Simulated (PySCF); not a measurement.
C₃H₃N, charge +1, quartet, at a GFN2-xTB geometry of the parent state (a state made from the parent by changing its charge; the spin is typed, not shown lowest); PySCF with B3LYP/6-31G**.

Here is a job for PySCF.
```python
from pyscf import gto, scf, dft

mol = gto.M(
    atom='''
C    -0.18079014   -1.61580414    0.00036893
C     0.56661727   -0.51823197   -0.00249564
C     0.00984574    0.77832356    0.00014554
H    -1.25731398   -1.56538366    0.00488629
H     0.26122400   -2.59764951   -0.00171648
H     1.64864793   -0.55402136   -0.00703253
N    -0.43237074    1.83590426    0.00224997
''',
    basis='6-31g**',
    charge=1,
    spin=3,
    verbose=4,
)

mf = dft.UKS(mol)
mf.xc = 'b3lyp'
mf.kernel()
mf.analyze()
```

The log (banner, timings and long lists left out):

```
PySCF version 2.14.0

[INPUT] verbose = 4
[INPUT] num. atoms = 7
[INPUT] num. electrons = 27
[INPUT] charge = 1
[INPUT] spin (= nelec alpha-beta = 2S) = 3
[INPUT] symmetry False subgroup None
[INPUT] Mole.unit = angstrom
[INPUT] Symbol           X                Y                Z      unit          X                Y                Z       unit  Magmom
[...]
nuclear repulsion = 90.989644860514
number of shells = 33
number of NR pGTOs = 129
number of NR cGTOs = 71
basis = 6-31g**
ecp = {}

******** <class 'pyscf.dft.uks.UKS'> ********
method = UKS
initial guess = minao
damping factor = 0
level_shift factor = 0
DIIS = <class 'pyscf.scf.diis.CDIIS'>
diis_start_cycle = 1
diis_space = 8
diis_damp = 0
SCF conv_tol = 1e-09
SCF conv_tol_grad = None
SCF max_cycles = 50
direct_scf = True
direct_scf_tol = 1e-13
number electrons alpha = 15  beta = 12
XC library pyscf.dft.libxc version 7.1.2
    S. Lehtola, C. Steigemann, M. J. T. Oliveira, and M. A. L. Marques,  SoftwareX 7, 1–5 (2018)
XC functionals = b3lyp
    P. J. Stephens, F. J. Devlin, C. F. Chabalowski, and M. J. Frisch,  J. Phys. Chem. 98, 11623 (1994)
radial grids:
    Treutler-Ahlrichs [JCP 102, 346 (1995); DOI:10.1063/1.469408] (M4) radial grids

becke partition: Becke, JCP 88, 2547 (1988); DOI:10.1063/1.454033
pruning grids: <function nwchem_prune>
grids dens level: 3
symmetrized grids: False
atomic radii adjust function: <function treutler_atomic_radii_adjust>
small_rho_cutoff = 0
Set gradient conv threshold to 3.16228e-05
tot grids = 85680
init E= -171.266994823394

cycle= 1 E= -170.202107856268  delta_E= 1.06  |g|= 0.236  |ddm|= 2.12

cycle= 2 E= -169.924544462274  delta_E= 0.278  |g|= 0.635  |ddm|= 0.92

cycle= 3 E= -170.205628350076  delta_E= -0.281  |g|= 0.229  |ddm|= 0.852

cycle= 4 E= -170.237270892135  delta_E= -0.0316  |g|= 0.0688  |ddm|= 0.207

cycle= 5 E= -170.240602512326  delta_E= -0.00333  |g|= 0.0193  |ddm|= 0.0838

cycle= 6 E= -170.240979082887  delta_E= -0.000377  |g|= 0.00923  |ddm|= 0.0359

cycle= 7 E= -170.241066239322  delta_E= -8.72e-05  |g|= 0.00366  |ddm|= 0.016

cycle= 8 E= -170.241094359958  delta_E= -2.81e-05  |g|= 0.00168  |ddm|= 0.0113

cycle= 9 E= -170.241103115652  delta_E= -8.76e-06  |g|= 0.000767  |ddm|= 0.00741

cycle= 10 E= -170.241105177099  delta_E= -2.06e-06  |g|= 0.000381  |ddm|= 0.00374

cycle= 11 E= -170.241105798625  delta_E= -6.22e-07  |g|= 0.000208  |ddm|= 0.00256

cycle= 12 E= -170.241106012199  delta_E= -2.14e-07  |g|= 0.000175  |ddm|= 0.000861

cycle= 13 E= -170.241106333993  delta_E= -3.22e-07  |g|= 0.000169  |ddm|= 0.00136

cycle= 14 E= -170.241106790502  delta_E= -4.57e-07  |g|= 0.000149  |ddm|= 0.00207

cycle= 15 E= -170.241108254356  delta_E= -1.46e-06  |g|= 0.000125  |ddm|= 0.00876

cycle= 16 E= -170.241108830983  delta_E= -5.77e-07  |g|= 6.73e-05  |ddm|= 0.00635

cycle= 17 E= -170.241108975994  delta_E= -1.45e-07  |g|= 2.95e-05  |ddm|= 0.00401

cycle= 18 E= -170.241108985959  delta_E= -9.97e-09  |g|= 1.12e-05  |ddm|= 0.00105

cycle= 19 E= -170.241108986372  delta_E= -4.12e-10  |g|= 4.1e-06  |ddm|= 0.000232

Extra cycle  E= -170.241108986369  delta_E= 2.73e-12  |g|= 5.99e-06  |ddm|= 1.11e-05
converged SCF energy = -170.241108986369  <S^2> = 3.7624875  2S+1 = 4.0062389
**** SCF Summaries ****
Total Energy =                        -170.241108986369056
Nuclear Repulsion Energy =              90.989644860514034
One-electron Energy =                 -400.674771703032434
Two-electron Energy =                  139.444017856149372
Two-electron Coulomb Energy =          163.413757515348323
DFT Exchange-Correlation Energy =      -23.969739659198961
**** MO energy ****
                             alpha | beta                alpha | beta
[...]
To work with the spin densities directly, `use mulliken_meta_spin()` only printing them here.

 ** Mulliken spin pop alpha/beta on meta-lowdin orthogonal AOs **
 ** Mulliken Spin Density (per AO)  **
spin_pop of  0 C 1s       -0.00001
spin_pop of  0 C 2s        0.03645
spin_pop of  0 C 3s       -0.00037
spin_pop of  0 C 2px       0.02483
spin_pop of  0 C 2py       0.01831
spin_pop of  0 C 2pz       0.87676
spin_pop of  0 C 3px       0.00006
spin_pop of  0 C 3py       0.00041
spin_pop of  0 C 3pz       0.00515
spin_pop of  0 C 3dxy      0.00014
spin_pop of  0 C 3dyz      0.00043
spin_pop of  0 C 3dz^2    -0.00123
spin_pop of  0 C 3dxz      0.00017
spin_pop of  0 C 3dx2-y2    0.00004
spin_pop of  1 C 1s       -0.00001
spin_pop of  1 C 2s        0.01798
spin_pop of  1 C 3s       -0.00039
spin_pop of  1 C 2px       0.03948
spin_pop of  1 C 2py      -0.00695
spin_pop of  1 C 2pz       0.64449
spin_pop of  1 C 3px       0.00031
spin_pop of  1 C 3py       0.00013
spin_pop of  1 C 3pz       0.00238
spin_pop of  1 C 3dxy      0.00010
spin_pop of  1 C 3dyz      0.00210
spin_pop of  1 C 3dz^2    -0.00099
spin_pop of  1 C 3dxz      0.00031
spin_pop of  1 C 3dx2-y2    0.00029
spin_pop of  2 C 1s       -0.00000
spin_pop of  2 C 2s        0.00019
spin_pop of  2 C 3s        0.00003
spin_pop of  2 C 2px       0.28191
spin_pop of  2 C 2py       0.02170
spin_pop of  2 C 2pz       0.04534
spin_pop of  2 C 3px       0.00208
spin_pop of  2 C 3py      -0.00042
spin_pop of  2 C 3pz       0.00192
spin_pop of  2 C 3dxy      0.00071
spin_pop of  2 C 3dyz      0.00223
spin_pop of  2 C 3dz^2     0.00019
spin_pop of  2 C 3dxz      0.00054
spin_pop of  2 C 3dx2-y2    0.00059
spin_pop of  3 H 1s       -0.02073
spin_pop of  3 H 2s        0.00021
spin_pop of  3 H 2px      -0.00009
spin_pop of  3 H 2py       0.00002
spin_pop of  3 H 2pz       0.00026
spin_pop of  4 H 1s       -0.02821
spin_pop of  4 H 2s        0.00019
spin_pop of  4 H 2px      -0.00001
spin_pop of  4 H 2py      -0.00007
spin_pop of  4 H 2pz       0.00026
spin_pop of  5 H 1s        0.02470
spin_pop of  5 H 2s        0.00094
spin_pop of  5 H 2px       0.00001
spin_pop of  5 H 2py       0.00001
spin_pop of  5 H 2pz       0.00018
spin_pop of  6 N 1s       -0.00001
spin_pop of  6 N 2s        0.02370
spin_pop of  6 N 3s       -0.00031
spin_pop of  6 N 2px       0.40852
spin_pop of  6 N 2py       0.15041
spin_pop of  6 N 2pz       0.41403
spin_pop of  6 N 3px       0.00131
spin_pop of  6 N 3py       0.00079
spin_pop of  6 N 3pz       0.00275
spin_pop of  6 N 3dxy      0.00103
spin_pop of  6 N 3dyz      0.00047
spin_pop of  6 N 3dz^2     0.00032
spin_pop of  6 N 3dxz      0.00021
spin_pop of  6 N 3dx2-y2    0.00171
 ** Mulliken Spin Density (per atom)  **
spin density of  0 C =      0.96115
spin density of  1 C =      0.69924
spin density of  2 C =      0.35700
spin density of  3 H =     -0.02033
spin density of  4 H =     -0.02784
spin density of  5 H =      0.02583
spin density of  6 N =      1.00495
 ** Mulliken pop alpha/beta on meta-lowdin orthogonal AOs **
 ** Mulliken pop       alpha | beta **
In total            15.00000 | 12.00000
 ** Mulliken atomic charges   ( Nelec_alpha | Nelec_beta ) **
charge of  0C =     -0.15645  (     3.55880      2.59765 )
charge of  1C =      0.06135  (     3.31894      2.61970 )
charge of  2C =      0.35153  (     3.00273      2.64573 )
charge of  3H =      0.17718  (     0.40125      0.42157 )
charge of  4H =      0.18847  (     0.39185      0.41969 )
charge of  5H =      0.24273  (     0.39155      0.36572 )
charge of  6N =      0.13518  (     3.93488      2.92993 )

WARN: System has nonzero charge 1; the dipole moment is origin-dependent.
Location of origin: [0. 0. 0.]

Dipole moment(X, Y, Z, Debye):  1.45936, -1.45426, -0.00646
```
